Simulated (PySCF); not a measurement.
System (SMILES): Cl (HCl).
Geometry (B3LYP-D3(BJ)/def2-TZVP, fixed):
```xyz
2

Cl     0.0000     0.0000    -0.0712
H      0.0000     0.0000     1.2108
```
Charge 0, spin multiplicity 1.

Basis-set convergence of the isotropic shielding of Cl1 at HF with PySCF. GIAO, no density fitting; atoms are numbered in the order shown. All functions are spherical. Core-valence sets carry the plain set on hydrogen. No added dispersion term, no relativity. Reference: the value in pcSseg-3, 945.87 ppm, itself unsure by roughly 0.61 ppm (its mean distance from pcseg-4, cc-pCVQZ, cc-pV(5+d)Z). Deviations are taken from unrounded values.

```tsv
basis	functions	isotropic shielding of Cl1 (ppm)	minus reference (ppm)
3-21G	15	973.72	27.85
6-31G	15	962.65	16.78
pcSseg-0	15	983.89	38.02
pcseg-0	15	988.15	42.28
def2-SV(P)	20	970.01	24.14
6-31G**	23	960.71	14.84
aug-pcseg-1	36	952.96	7.09
def2-TZVP	43	939.78	-6.09
jun-cc-pV(T+d)Z	62	956.88	11.02
6-311++G(3df,3pd)	65	952.95	7.08
aug-pcseg-2	73	949.31	3.44
cc-pCVTZ	73	948.73	2.86
pcseg-3	97	946.34	0.48
```
